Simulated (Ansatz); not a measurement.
**BCN (singlet): the correlation ladder, cc-pVDZ**

The task here is to estimate one member of a computed series from the others.

Computed with Ansatz 0.2.0, Gaussian basis. Level: cc-pVDZ, core rule «outside noble gas», up to 3 orbitals frozen.

The runs, in order: UHF; CCSD(T) on RHF; CCSD(T) on UHF; BCCD(T) on RHF; CISD; CCSDT(Q) on RHF; CCSDT(Q) on UHF; CCSDTQ on RHF; CASSCF and MRCISD+Q, 12 electrons in 12 orbitals; CASSCF and NEVPT2, 12 electrons in 12 orbitals.

4 further runs of the same task are left out: 4 set aside as unsound or not needed.

## What is computed

The geometry is a PBE0/def2-TZVP stationary point (not a proven minimum).

3 atoms, charge 0, spin multiplicity 1.

Atoms are counted from 1 here; the program's logs count them from 0.

Bond lengths: C1–N3 1.183 Å, B2–N3 1.415 Å. Angles: C1–N3–B2 180.0°.

Set-up of the first run:

File in.yaml:

```yaml
crystal:
  periodic: [false, false, false]
  atoms:
    - {symbol: C, position_ang: [0.000000, 0.000000, 1.260338]}
    - {symbol: B, position_ang: [0.000000, 0.000000, -1.337907]}
    - {symbol: N, position_ang: [0.000000, 0.000000, 0.077569]}
basis:
  gaussian: {orbitals: cc-pVDZ}
magnetization: {spin_polarized: true, initial_magnetization: 0}
hamiltonian: {xc: hf}
output: {orbitals: {seedname: orbitals}}
```

Started as:

```
$ ansatz run in.yaml --threads 1 --pin off --events-out ev --progress --plain --max-ram 4096MiB --backend cpu
```

Steps of the session up to this table: UHF; CCSD(T) on RHF; CCSD(T) on UHF; BCCD(T) on RHF; CISD; CCSDT(Q) on RHF; CCSDT(Q) on UHF; CCSDTQ on RHF; CASSCF and MRCISD+Q, 12 electrons in 12 orbitals; CASSCF and NEVPT2, 12 electrons in 12 orbitals.

One table of the session follows, with a row left open; its other results are not shown here.

| method | from RCCSDTQ (meV) |
| --- | --- |
| RHF | ? |
| UHF | +9599.5 |
| RMP2 | +1238.0 |
| CISD | +1391.0 |
| RCCSD | +465.1 |
| RCCSD(T) | +50.0 |
| BCCD(T) | +46.8 |
| RCCSDT | +30.5 |
| RCCSDT(Q) | -2.2 |
| RCCSDTQ | 0 |
| CASSCF valence | +4883.6 |
| NEVPT2 valence | +1045.0 |
| MRCISD valence | +325.4 |
| MRCISD+Q valence | +52.1 |

Q: Estimate the row for RHF from the others.

The run gave: from RCCSDTQ (meV): +9634.5. In the column «from RCCSDTQ (meV)» it is the highest.
